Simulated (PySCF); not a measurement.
**Si2H6O (disiloxane): levels of theory compared**

Aim: a comparison of 3 runs (HF/STO-3G, B2PLYP/cc-pVDZ, wB97X/cc-pVDZ) of Si2H6O (disiloxane). The job is set up through a Python script.

Program for the calculation: PySCF 2.14.0.

3 further runs of the same task are left out: 1 that didn't finish, 2 set aside as unsound or not needed.

## (1) The molecule

Si2H6O has 9 atoms, charge 0, and is taken as a singlet. As SMILES, `[SiH3]O[SiH3]`. One bond was lengthened or shortened from a relaxed shape.

Bond lengths: Si1–O2 1.879 Å, O2–Si3 1.634 Å, Si1–H4 1.487 Å, Si1–H5 1.483 Å, Si1–H6 1.487 Å, Si3–H7 1.483 Å, Si3–H8 1.486 Å, Si3–H9 1.487 Å. Some angles: Si1–O2–Si3 147.2°, O2–Si1–H4 110.2°, O2–Si1–H5 108.3°, O2–Si1–H6 110.2°, O2–Si3–H7 108.3°, O2–Si3–H8 110.2°, O2–Si3–H9 110.2°, H4–Si1–H5 109.6°, H4–Si1–H6 109.0°, H5–Si1–H6 109.6°.

## (2) The energy at HF/STO-3G (run 1)

Contents of job.py:

```python
from pyscf import gto

mol = gto.M(
    atom='''
Si    -1.664208     2.261826    -1.928726
O      0.804173     0.171946    -0.463701
Si     1.465615    -1.963066     1.666266
H     -3.699405     0.700761    -3.074165
H     -0.436548     3.810948    -3.914262
H     -2.790258     3.943872     0.019298
H      4.203261    -2.538148     1.511800
H     -0.017593    -4.300261     1.188222
H      0.847145    -0.997530     4.230927
''',
    unit='bohr',
    charge=0,
    verbose=3,
    basis='sto-3g',
    max_memory=1860,
)

myscf = mol.RHF()
myscf.conv_tol = 1e-10
myscf.kernel()
if not myscf.converged:
    myscf = myscf.newton().run(myscf.mo_coeff, myscf.mo_occ)

e_final = myscf.e_tot
print('E(%s) = %.9f' % ('HF', e_final))
```

On the command line:

```bash
$ OMP_NUM_THREADS=1 python job.py
```

What it wrote:

```text
converged SCF energy = -648.526734964879
E(HF) = -648.526734965
```

Run time: 0.8 s. Hardware: 1 thread of Arm Neoverse V1, shared host; peak memory 0.12 GiB.

## (3) The energy at B2PLYP/cc-pVDZ (run 2)

Contents of job.py:

```python
from pyscf import gto, dft, mp

mol = gto.Mole()
mol.atom = '''
Si    -1.664208     2.261826    -1.928726
O      0.804173     0.171946    -0.463701
Si     1.465615    -1.963066     1.666266
H     -3.699405     0.700761    -3.074165
H     -0.436548     3.810948    -3.914262
H     -2.790258     3.943872     0.019298
H      4.203261    -2.538148     1.511800
H     -0.017593    -4.300261     1.188222
H      0.847145    -0.997530     4.230927
'''
mol.max_memory = 1860
mol.basis = 'cc-pvdz'
mol.charge = 0
mol.verbose = 3
mol.unit = 'bohr'
mol.spin = 0
mol.build()

calc0 = dft.RKS(mol)
calc0.xc = '0.53*HF + 0.47*B88, 0.73*LYP'
calc0.conv_tol = 1e-10
calc0.grids.level = 5
calc0.kernel()
if not calc0.converged:
    calc0 = calc0.newton().run(calc0.mo_coeff, calc0.mo_occ)

pt = mp.MP2(calc0, frozen=11).run()
etot = calc0.e_tot + 0.27 * pt.e_corr
print('PT2 part  %.8f' % (0.27 * pt.e_corr))
print('Final energy', etot)
```

On the command line:

```bash
$ OMP_NUM_THREADS=1 python job.py
```

What it wrote:

```text
converged SCF energy = -657.387240756281
E(RMP2) = -657.872995913498  E_corr = -0.485755157217472
E(SCS-RMP2) = -657.884236641573  E_corr = -0.496995885291749
PT2 part  -0.13115389
Final energy -657.5183946487297
```

It took 17 s on 1 thread of Arm Neoverse V1, shared host; peak memory 0.41 GiB.

## (4) The energy at wB97X/cc-pVDZ (run 3)

Contents of geometry.xyz:

```xyz
9

Si    -0.880661     1.196907    -1.020638
O      0.425550     0.090990    -0.245380
Si     0.775570    -1.038810     0.881750
H     -1.957641     0.370827    -1.626778
H     -0.231011     2.016667    -2.071338
H     -1.476541     2.087007     0.010212
H      2.224270    -1.343130     0.800010
H     -0.009310    -2.275600     0.628780
H      0.448290    -0.527870     2.238910
```

Contents of calc.py:

```python
from pyscf import gto, dft

mol = gto.M(
    atom='geometry.xyz',
    max_memory=1860,
    basis='cc-pvdz',
    verbose=3,
)

myscf = dft.RKS(mol, xc='wb97x')
myscf.grids.level = 5
myscf.conv_tol = 1e-10
myscf.kernel()
if not myscf.converged:
    myscf = myscf.newton().run(myscf.mo_coeff, myscf.mo_occ)

etot = myscf.e_tot
print(f'total energy: {etot:.8f} hartree')
```

On the command line:

```bash
$ OMP_NUM_THREADS=1 python calc.py
```

What it wrote:

```text
converged SCF energy = -657.812180442328
total energy: -657.81218044 hartree
```

Run time: 26 s. Hardware: 1 thread of Arm Neoverse V1, shared host; peak memory 0.41 GiB.

## (5) Overview of the runs

| run | level | frozen core orbitals | integration grid | energy (Eh) | dipole moment (D) | HOMO energy (eV) | LUMO energy (eV) | wall time |
| --- | --- | --- | --- | --- | --- | --- | --- | --- |
| 1 | HF/STO-3G | – | – | -648.526735 | 1.02 | -7.81 | 9.49 | 0.8 s |
| 2 | B2PLYP/cc-pVDZ | 11 | 5 | -657.518395 | 1.64 | -9.52 | 0.99 | 17 s |
| 3 | wB97X/cc-pVDZ | – | 5 | -657.812180 | 1.61 | -10.54 | 1.80 | 26 s |

## (6) Outcome

```
            quantity          value
 run 3: total energy  -657.81218 Eh
run 3: dipole moment         1.61 D
  run 3: HOMO energy      -10.54 eV
  run 3: LUMO energy        1.80 eV
run 3: HOMO–LUMO gap       12.35 eV
```

What this shows: The dipole moment (its size) runs from 1.02 D (HF/STO-3G) to 1.64 D (B2PLYP/cc-pVDZ). The two ends differ in method and basis. A double hybrid's value is that of its SCF part. The HOMO–LUMO gap runs from 10.52 eV (B2PLYP/cc-pVDZ) to 17.30 eV (HF/STO-3G). Totals of different functionals can't be ranked against each other. In run 1 the basis is minimal, so the values are rough. All runs together took 43 s, the longest 26 s.
